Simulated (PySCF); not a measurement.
Which determinant of SiH lies lowest?

Unrestricted PBE0; PySCF, no relativity, basis sets Si def2-TZVPPD, H def2-TZVPPD. Outer shells of the fragments: Si 3s2 3p2; H 1s1.

Followed along the bond (rough minima from three points):

```tsv
2Ms+1	unpaired	⟨S²⟩ at the start	R at minimum (Å)	Te (eV)
2	π ↑	0.76	1.53	0.00
4	σ ↑, π ↑↑	3.75	1.50	1.57
```

Solutions found at the starting distance of 1.435 Å, counted from the lowest of them; the search is not exhaustive and high or unbound solutions are not listed, so other states can lie among these:

```
2Ms+1       unpaired   term  E (eV)  ⟨S²⟩  ⟨Lz²⟩  μ (D)
    2            π ↑     ²Π    0.00  0.76   1.01   0.36
    4      σ ↑, π ↑↑    ⁴Σ⁻    1.53  3.75   0.00  -0.03
    2      σ ↑, π ↑↓  mixed    2.34  1.77   2.03   0.10
    2      σ ↓, π ↑↑  mixed    2.47  1.78   0.00   0.22
    2            σ ↑  mixed    3.33  0.77   2.01   0.08
    4      σ ↑↑, π ↑     ⁴Π    6.13  3.75   1.01   1.48
    2            π ↑     ²Π    7.00  0.79   1.01  -0.19
    4      σ ↑, π ↑↑  mixed    7.95  3.75   2.01   0.04
    4  σ ↑, π ↑, δ ↑  mixed    8.22  3.75   5.00   0.31
    4  σ ↑, π ↑, δ ↑  mixed    8.27  3.75   4.98   0.27
```

A term symbol is given only where ⟨S²⟩ and ⟨Lz²⟩ are close to those of a pure state; real π, δ and φ orbitals otherwise mix terms. A positive dipole means Si(−)H(+).

Counting both spins, an empty level lies below a filled one in some of these solutions, because spin and occupation are held.
